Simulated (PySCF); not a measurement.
Molecule (SMILES): FB(F)F.
Geometry (B3LYP-D3(BJ)/def2-TZVP, fixed):
```
B
F 1 1.3156
F 1 1.3156 2 120.00
F 1 1.3156 2 120.00 3 -180.00
```
Charge 0, spin multiplicity 1.

Basis-set convergence of the lowest singlet excitation energy at PBE with PySCF. Tamm-Dancoff approximation; the state is taken by its order, and sets in which it differs in degeneracy or brightness are left out, yet its character can still change. All functions are spherical. Density fitting with generated auxiliary sets. No added dispersion term, no relativity. Reference: the value in d-aug-cc-pVTZ, 9.258 eV, itself unsure by roughly 0.048 eV (its mean distance from aug-pcseg-2, aug-cc-pVTZ).

```tsv
basis	functions	lowest singlet excitation energy (eV)
def2-SVP	56	(withheld)
pcseg-1	56	9.673
6-31+G*	72	(withheld)
def2-SVPD	89	(withheld)
def2-TZVPP	124	(withheld)
jun-cc-pV(T+d)Z	156	9.317
aug-cc-pVTZ	184	9.310
pcseg-3	240	9.671
def2-QZVPPD	261	9.309
```

**Question.** Complete the blanks.

**Answer.** 
- def2-SVP, lowest singlet excitation energy (eV): 9.601
- 6-31+G*, lowest singlet excitation energy (eV): 9.339
- def2-SVPD, lowest singlet excitation energy (eV): 9.531
- def2-TZVPP, lowest singlet excitation energy (eV): 9.703
